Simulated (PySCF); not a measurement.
A structure optimised at PBE-D3(BJ)/def2-SVP, used in a PySCF frequency run:

```
C
H 1 1.1031
Cl 1 1.7839 2 107.55
Cl 1 1.7839 2 107.55 3 -120.00
Cl 1 1.7839 2 107.55 3 120.00
```
Charge 0, spin multiplicity 1.

Q: Write its SMILES, formula and point group.

A: ClC(Cl)Cl, CHCl3, C3v

Q: What are its rotational constants (standard atomic weights)?

A: 3.1691, 3.1691, 1.6427 GHz
